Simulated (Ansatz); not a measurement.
# H₄NSSi+ (SMILES N[SiH]=[SH+]): single points off equilibrium

Aim: energy, forces and dipole at a structure displaced at random from a GFN2-xTB minimum, from CCSD(T) and from density functionals.

Method: single points in def2-TZVPP; program: Ansatz 0.2.0, Gaussian basis.

Cores are frozen in the correlated methods. B3LYP uses VWN-RPA correlation.

## 1. The system as given

SMILES `N[SiH]=[SH+]`, 7 atoms, charge 1, spin multiplicity 1.

Atoms are counted from 1 here; the program's logs count them from 0.

Bond lengths: N1–Si2 1.719 Å, N1–H4 1.027 Å, N1–H5 1.054 Å, Si2–S3 2.158 Å, Si2–H6 1.465 Å, S3–H7 1.384 Å. Angles: Si2–N1–H4 124.7°, Si2–N1–H5 123.9°, H4–N1–H5 111.3°, N1–Si2–S3 115.6°, N1–Si2–H6 118.9°, S3–Si2–H6 125.5°, Si2–S3–H7 98.5°.

As a file:

```xyz
7
H4NSSi
N    -0.87810    0.65770   -0.88610
Si   -0.14330   -0.24070    0.38170
S     2.00230   -0.43560    0.26390
H    -1.88660    0.83130   -0.97200
H    -0.34460    1.09470   -1.68340
H    -0.98930   -0.77660    1.45090
H     2.21330   -1.09510    1.46220
```

## 2. CCSD(T)/def2-TZVPP

Contents of run/in.yaml:

```yaml
crystal:
  periodic: [false, false, false]
  atoms:
    - {symbol: N, position_ang: [-0.878100, 0.657700, -0.886100]}
    - {symbol: Si, position_ang: [-0.143300, -0.240700, 0.381700]}
    - {symbol: S, position_ang: [2.002300, -0.435600, 0.263900]}
    - {symbol: H, position_ang: [-1.886600, 0.831300, -0.972000]}
    - {symbol: H, position_ang: [-0.344600, 1.094700, -1.683400]}
    - {symbol: H, position_ang: [-0.989300, -0.776600, 1.450900]}
    - {symbol: H, position_ang: [2.213300, -1.095100, 1.462200]}
basis:
  gaussian: {orbitals: def2-TZVPP}
total_charge: 1
correlation: {method: ccsd_t}
output: {forces: true}
```

The command line of these runs was not kept.

## 3. PBE0-D4/def2-TZVPP

Edit run/in.yaml of step 2 so:

```diff
@@ -13,3 +13,3 @@
 total_charge: 1
-correlation: {method: ccsd_t}
-output: {forces: true}
+hamiltonian: {xc: pbe0, dispersion: d4}
+output: {forces: true, orbitals: {seedname: orbitals}}
```

## 4. wB97M-V/def2-TZVPP

Edit run/in.yaml of step 3 so:

```diff
@@ -13,3 +13,3 @@
 total_charge: 1
-hamiltonian: {xc: pbe0, dispersion: d4}
-output: {forces: true, orbitals: {seedname: orbitals}}
+hamiltonian: {xc: {name: wB97M-V}}
+output: {forces: true}
```

## 5. r2SCAN-D4/def2-TZVPP

Edit run/in.yaml of step 4 so:

```diff
@@ -13,3 +13,3 @@
 total_charge: 1
-hamiltonian: {xc: {name: wB97M-V}}
+hamiltonian: {xc: r2scan, dispersion: d4}
 output: {forces: true}
```

## 6. PBE-D4/def2-TZVPP

Edit run/in.yaml of step 5 so:

```diff
@@ -13,3 +13,3 @@
 total_charge: 1
-hamiltonian: {xc: r2scan, dispersion: d4}
+hamiltonian: {xc: pbe, dispersion: d4}
 output: {forces: true}
```

## 7. HSE06-D4/def2-TZVPP

Edit run/in.yaml of step 6 so:

```diff
@@ -13,3 +13,3 @@
 total_charge: 1
-hamiltonian: {xc: pbe, dispersion: d4}
+hamiltonian: {xc: hse06, dispersion: d4}
 output: {forces: true}
```

## 8. B3LYP-D4/def2-TZVPP

Edit run/in.yaml of step 7 so:

```diff
@@ -13,3 +13,3 @@
 total_charge: 1
-hamiltonian: {xc: hse06, dispersion: d4}
+hamiltonian: {xc: {name: B3LYP}, dispersion: d4}
 output: {forces: true}
```

(Steps that only read results are left out.)

What does the calculation give? Wanted: energy less free atoms, CCSD(T)/def2-TZVPP; RMS force component; RMS force error; HOMO and LUMO, PBE0-D4; T1 diagnostic.

As calculated:

| quantity | value |
| --- | --- |
| energy less free atoms, CCSD(T)/def2-TZVPP | -339.2 kcal/mol |
| RMS force component | 0.676 to 0.836 eV/Å over the methods |
| RMS force error | PBE0-D4 0.086, wB97M-V 0.068, r2SCAN-D4 0.058, PBE-D4 0.179, HSE06-D4 0.083, B3LYP-D4 0.044 eV/Å |
| HOMO and LUMO, PBE0-D4 | -13.40 and -7.49 eV |
| T1 diagnostic | 0.016 |

What this shows: Against CCSD(T) the functionals' energies less atoms differ by -27.3 to -13.7 kcal/mol, PBE-D4 by -27.3 kcal/mol. CCSD(T) in triple zeta still lacks some correlation energy of the bonds, so part of these gaps is its own basis error and they don't rank the functionals. The forces of B3LYP-D4 come nearest to CCSD(T), those of PBE-D4 are farthest. Frozen-core CCSD(T) forces in triple zeta carry basis errors of their own, and this is one geometry, so small gaps rank nothing.
